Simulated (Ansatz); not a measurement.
**C2H3ClFN: how energies converge with the basis set**

Aim: see how fast density functionals converge with the basis set for C2H3ClFN.

The runs use Ansatz 0.2.0, Gaussian basis; one geometry, several basis sets.

Levels to be run: PBE0-D4/def2-SVP; ωB97M-V/def2-SVP; PBE0-D4/def2-QZVPP; ωB97M-V/def2-QZVPP; the functionals' def2-TZVPP values are taken from earlier runs.

**1. Structure used throughout**

All runs share one geometry, relaxed beforehand with PBE0-D4 in a triple-zeta def2 set.

SMILES `C/N=C(\F)Cl`, 8 atoms, charge 0, spin multiplicity 1.

Atoms are counted from 1 here; the program's logs count them from 0.

Bond lengths: C1–N2 1.443 Å, C1–H6 1.092 Å, C1–H7 1.093 Å, C1–H8 1.092 Å, N2–C3 1.234 Å, C3–F4 1.335 Å, C3–Cl5 1.711 Å. Angles: N2–C1–H6 108.4°, N2–C1–H7 114.4°, N2–C1–H8 108.4°, H6–C1–H7 109.2°, H6–C1–H8 107.0°, H7–C1–H8 109.2°, C1–N2–C3 121.1°, N2–C3–F4 126.1°, N2–C3–Cl5 123.8°, F4–C3–Cl5 110.2°.

**2. PBE0-D4 in def2-SVP**

in.yaml reads:

```yaml
crystal:
  periodic: [false, false, false]
  atoms:
    - {symbol: C, position_ang: [-1.051688, 0.314709, 0.018055]}
    - {symbol: N, position_ang: [0.334903, 0.581390, -0.279020]}
    - {symbol: C, position_ang: [1.206390, -0.268195, -0.073835]}
    - {symbol: F, position_ang: [1.010681, -1.491450, 0.424998]}
    - {symbol: Cl, position_ang: [2.867495, -0.023917, -0.400857]}
    - {symbol: H, position_ang: [-1.403422, 1.068511, 0.725621]}
    - {symbol: H, position_ang: [-1.241333, -0.680223, 0.428265]}
    - {symbol: H, position_ang: [-1.630925, 0.442074, -0.898925]}
basis:
  gaussian: {orbitals: def2-SVP}
hamiltonian: {xc: pbe0, dispersion: d4}
output: {orbitals: {seedname: orbitals}}
```

Run with:

```
ansatz run in.yaml --threads 2 --pin off --events-out ev --progress --plain --max-ram 4352MiB
```

After this run come: ωB97M-V in def2-SVP; PBE0-D4 in def2-QZVPP; ωB97M-V in def2-QZVPP.

Q: Predict the results of all the runs planned. Wanted: PBE0-D4: double and triple zeta above quadruple; ωB97M-V: double and triple zeta above quadruple.

**Answer**, as computed:

| quantity | value |
| --- | --- |
| PBE0-D4: double and triple zeta above quadruple | 12.41, 0.70 eV |
| ωB97M-V: double and triple zeta above quadruple | 12.55, 0.66 eV |

What this shows: PBE0-D4 gains 11.71 eV from double to triple zeta, then 0.70 eV more. These are total energies; as a rule much of such shifts cancels in differences, which this series doesn't test. The LUMO of ωB97M-V is positive and keeps falling with the basis (2.49 to 1.98 eV): an unbound level that the basis holds in place.
